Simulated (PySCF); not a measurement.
C2H5O, SMILES C[CH]O, doublet (PBE0/def2-SVP optimised geometry):

```
8

C     -1.195     0.194    -0.058
C      0.275     0.041     0.000
O      0.719    -1.245     0.000
H     -1.482     1.245     0.090
H     -1.622    -0.137    -1.027
H     -1.681    -0.411     0.726
H      0.932     0.796    -0.454
H      1.681    -1.245     0.000
```

Level of theory: unrestricted PBE0/def2-TZVP run with PySCF.

**Question.** What are the frontier orbital energies (α orbitals alone; a β orbital can be the lowest empty one) and the dipole moment?

**Answer.** HOMO-2 -10.38 eV, HOMO-1 -9.73 eV, HOMO -4.81 eV, LUMO 1.06 eV, LUMO+1 1.98 eV; dipole moment 1.33 D.

Meta-Löwdin charges at PBE0/def2-TZVP: C1 -0.35, C2 0.00, O3 -0.46, H4 0.13, H5 0.11, H6 0.13, H7 0.09, H8 0.35.
